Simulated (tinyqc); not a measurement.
Worked calculation: RKS/exchange-only LDA in the sto-6g basis, for BH2+, spin multiplicity 1. One step of it, computed by the program tinyqc.

Question. Iteration 1: diagonalisation and new density. Diagonalise F' = X^T F X, C = X C', fill 3 alpha and 3 beta electrons from the bottom; D = 2 C_occ C_occ^T. Each column has its largest component positive (the first on a tie).

Kohn-Sham matrix F (hartree):
```
,1B 1s,1B 2s,1B 2px,1B 2py,1B 2pz,2H 1s,3H 1s
1B 1s,-6.045873,-1.810913,0.000000,0.000000,0.015693,-0.437830,-0.437830
1B 2s,-1.810913,-0.905443,0.000000,0.000000,-0.012048,-0.454743,-0.454743
1B 2px,0.000000,0.000000,-0.099189,0.000000,0.000000,0.000000,0.000000
1B 2py,0.000000,0.000000,0.000000,-0.246944,0.000000,-0.310001,0.310001
1B 2pz,0.015693,-0.012048,0.000000,0.000000,-0.118222,-0.126719,-0.126719
2H 1s,-0.437830,-0.454743,0.000000,-0.310001,-0.126719,-0.508534,-0.100508
3H 1s,-0.437830,-0.454743,0.000000,0.310001,-0.126719,-0.100508,-0.508534
```

X:
```
,1,2,3,4,5,6,7
1B 1s,-0.322664,0.000000,0.795097,0.000000,-0.554453,0.000000,0.211872
1B 2s,1.226228,0.000000,-0.267232,0.000000,-0.219867,0.000000,0.474649
1B 2px,0.000000,0.000000,0.000000,1.000000,0.000000,0.000000,0.000000
1B 2py,0.000000,1.176397,0.000000,0.000000,0.000000,0.579525,0.000000
1B 2pz,0.443699,0.000000,0.597816,0.000000,0.732211,0.000000,0.163336
2H 1s,-0.819321,-0.886197,-0.194665,0.000000,0.142909,0.384650,0.357697
3H 1s,-0.819321,0.886197,-0.194665,0.000000,0.142909,-0.384650,0.357697
```

Give: F' = X^T F X; orbital energies; coefficients C; D after iteration 1.

Answer.

F' = X^T F X (hartree):
```
,1,2,3,4,5,6,7
1,0.1323,0.0000,0.3749,0.0000,-0.1924,0.0000,0.2388
2,0.0000,0.3101,0.0000,0.0000,0.0000,0.1477,0.0000
3,0.3749,0.0000,-2.9514,0.0000,2.4666,0.0000,-1.4982
4,0.0000,0.0000,0.0000,-0.0992,0.0000,0.0000,0.0000
5,-0.1924,0.0000,2.4666,0.0000,-2.2981,0.0000,1.3712
6,0.0000,0.1477,0.0000,0.0000,0.0000,-0.4801,0.0000
7,0.2388,0.0000,-1.4982,0.0000,1.3712,0.0000,-1.4706
```

orbital energies (hartree): MO1 -6.0551, MO2 -0.5703, MO3 -0.5068, MO4 -0.1671, MO5 -0.0992, MO6 0.2047, MO7 0.3368

coefficients C:
```
,MO1,MO2,MO3,MO4,MO5,MO6,MO7
1B 1s,0.9875,-0.1930,0.0000,0.1672,0.0000,-0.2198,0.0000
1B 2s,0.0498,0.4089,0.0000,-0.6719,0.0000,1.1080,0.0000
1B 2px,0.0000,0.0000,0.0000,0.0000,1.0000,0.0000,0.0000
1B 2py,0.0000,0.0000,0.3610,0.0000,0.0000,0.0000,1.2607
1B 2pz,0.0012,0.0622,0.0000,0.7735,0.0000,0.7176,0.0000
2H 1s,-0.0112,0.4722,0.5362,0.2531,0.0000,-0.7552,-0.8036
3H 1s,-0.0112,0.4722,-0.5362,0.2531,0.0000,-0.7552,0.8036
```

D after iteration 1:
```
,1B 1s,1B 2s,1B 2px,1B 2py,1B 2pz,2H 1s,3H 1s
1B 1s,2.0246,-0.0595,0.0000,0.0000,-0.0216,-0.2044,-0.2044
1B 2s,-0.0595,0.3393,0.0000,0.0000,0.0510,0.3850,0.3850
1B 2px,0.0000,0.0000,0.0000,0.0000,0.0000,0.0000,0.0000
1B 2py,0.0000,0.0000,0.0000,0.2606,0.0000,0.3871,-0.3871
1B 2pz,-0.0216,0.0510,0.0000,0.0000,0.0077,0.0587,0.0587
2H 1s,-0.2044,0.3850,0.0000,0.3871,0.0587,1.0212,-0.1287
3H 1s,-0.2044,0.3850,0.0000,-0.3871,0.0587,-0.1287,1.0212
```
